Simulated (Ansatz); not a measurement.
Basis-set series for the F⁻ ion. The species carries charge -1 and has multiplicity 1. A free ion.

| functional | basis | functions | energy (Eh) | HOMO (eV) | LUMO (eV) |
| --- | --- | --- | --- | --- | --- |
| PBE0 | def2-SVPD | 23 | -99.68311 | -0.17 | 11.00 |
| PBE0 | def2-QZVPPD | 66 | -99.80046 | -0.20 | 7.04 |
| ωB97M-V | def2-SVPD | 23 | -99.75562 | -2.81 | 12.78 |
| ωB97M-V | def2-QZVPPD | 66 | -99.87372 | -2.82 | 7.73 |

Give the rows for def2-TZVPPD. (An estimate is asked.)

Computed: 
```csv
functional,basis,functions,energy (Eh),HOMO (eV),LUMO (eV)
PBE0,def2-TZVPPD,40,-99.79632,-0.18,8.50
ωB97M-V,def2-TZVPPD,40,-99.87003,-2.81,9.53
```

Positive LUMOs are unbound and depend on the basis. A positive HOMO means that the functional doesn't bind the extra electron.
